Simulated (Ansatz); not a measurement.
**AlHO (singlet): wave-function methods side by side at distance O2–H3 = 1.177 Å, 6-31G**

How much of the correlation energy of AlHO (singlet) does each wave-function method recover here?

Method: 6-31G, core rule «outside noble gas», up to 6 orbitals frozen; program: Ansatz 0.2.0, Gaussian basis.

To be run: UHF; CCSD(T) on RHF; BCCD(T) on RHF; CISD; CCSDT(Q) on RHF; CISDTQ; CCSDTQ on RHF; CASSCF and MRCISD+Q, 2 electrons in 2 orbitals; CASSCF and NEVPT2, 2 electrons in 2 orbitals; Full CI.

29 further runs of the same task are left out: 16 for a known fault of the program, 8 that didn't finish, 5 set aside as unsound or not needed.

**1. What is computed**

The geometry derives from a PBE0/def2-TZVP stationary point (not a proven minimum). One bond is set to the value named and the two fragments are kept rigid.

3 atoms, charge 0, spin multiplicity 1.

Atoms are counted from 1 here; the program's logs count them from 0.

Bond lengths: Al1–O2 1.674 Å, O2–H3 1.177 Å. Angles: Al1–O2–H3 180.0°.

**2. UHF**

The input, in.yaml:

```yaml
crystal:
  periodic: [false, false, false]
  atoms:
    - {symbol: Al, position_ang: [0.000000, 0.000000, 1.508647]}
    - {symbol: O, position_ang: [0.000000, 0.000000, -0.165823]}
    - {symbol: H, position_ang: [0.000000, 0.000000, -1.342823]}
basis:
  gaussian: {orbitals: 6-31G}
magnetization: {spin_polarized: true, initial_magnetization: 0}
hamiltonian: {xc: hf}
output: {orbitals: {seedname: orbitals}}
```

The run is started by

```console
> ansatz run in.yaml --threads 1 --pin off --events-out ev --progress --plain --max-ram 2393MiB
```

The runs that follow: CCSD(T) on RHF; BCCD(T) on RHF; CISD; CCSDT(Q) on RHF; CISDTQ; CCSDTQ on RHF; CASSCF and MRCISD+Q, 2 electrons in 2 orbitals; CASSCF and NEVPT2, 2 electrons in 2 orbitals; Full CI.

**Question.** What will the summary of the whole plan be? Wanted: FCI below the RHF energy; RMP2 from FCI; RCCSD from FCI; RCCSD(T) from FCI; RCCSDT(Q) from FCI; NEVPT2 pair from FCI; MRCISD+Q pair from FCI; T1 diagnostic; effectively unpaired electrons.

The runs gave:

| quantity | value |
| --- | --- |
| FCI below the RHF energy | -4.8941 eV |
| RMP2 from FCI | +10.27 kcal/mol |
| RCCSD from FCI | +2.89 kcal/mol |
| RCCSD(T) from FCI | +0.64 kcal/mol |
| RCCSDT(Q) from FCI | -0.08 kcal/mol |
| NEVPT2 pair from FCI | +7.94 kcal/mol |
| MRCISD+Q pair from FCI | +1.61 kcal/mol |
| levels within 1 kcal/mol (43 meV) | RCCSD(T), BCCD(T), RCCSDT, CISDTQ, RCCSDT(Q), RCCSDTQ |
| T1 diagnostic | 0.024 |
| effectively unpaired electrons | 0.08 |

In words: RCCSD(T) lands +0.64 kcal/mol from the yardstick (0.6 % of the correlation energy). RCCSDT(Q) falls below full CI, which methods that aren't variational can do. One determinant dominates. Of the multireference levels listed MRCISD+Q pair comes nearest in total energy (+1.61 kcal/mol), which doesn't show that its space is the better one. These misses are within one basis, not against nature.
